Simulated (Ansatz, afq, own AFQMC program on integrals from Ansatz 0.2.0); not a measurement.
## BSiH3⁻, doublet in aug-cc-pVDZ, levels against CCSDT(Q)

```csv
atom,x (Å),y (Å),z (Å)
Si,0.0091,0.0000,0.6016
B,0.0825,0.0000,-1.2150
H,-0.6559,-0.9412,-0.6669
H,-0.6559,0.9412,-0.6669
H,0.1724,0.0000,-2.3958
```

Connectivity, by distances: Si–BH, 2 bridging H.

Basis aug-cc-pVDZ. Only valence electrons are correlated. Ansatz 0.2.0 and our own AFQMC program on the same integrals; the CISD trial comes from CCSD amplitudes, and released means the phaseless constraint is let go. Uncertainties: one standard error, sampling alone.

Determinant: UHF, the one that the program's search chose, which needn't be the lowest solution. The geometry is a PBE0/def2-TZVP stationary point of this or a neighbouring charge and spin state.

No full CI on the walks' own integrals is used here; CCSDT(Q) serves as the reference and is uncertain by about the last step of the cluster series.

Cautions: at this level and basis the anion state lies above a neutral one.

```
T1 diagnostic                               : 0.0222
weight of the determinant in the CISD state : 0.849
⟨S²⟩ of the determinant                     : 0.764
size of the correlated space                : 11 electrons in 71 orbitals
```

Reference: CCSDT(Q), correlation energy -7.018 eV. The released energy is read at 1.50 1/Eh (meV from the phaseless value at times in 1/Eh: 3 ± 4 at 0.24, 5 ± 5 at 0.50, 0 ± 5 at 1.00, -4 ± 5 at 1.50).

```
         level  E − E(reference) (kJ/mol)  share of correlation (%)
            HF                      677.1                      0.00
           MP2                      121.8                     82.02
          CCSD                       33.7                     95.02
       CCSD(T)                        5.0                     99.26
         CCSDT                        1.8                     99.73
 ph-AFQMC/CISD                  0.1 ± 0.5                     99.99
released AFQMC                 -0.3 ± 0.5                    100.05
```

A walk keeps the symmetry of its determinant, which the program's search chose and which needn't be the lowest solution, so a lower state of the same spin and another symmetry isn't excluded. Released energies are given only where the last usable release times agree within the noise; a slower fall can still hide under it.
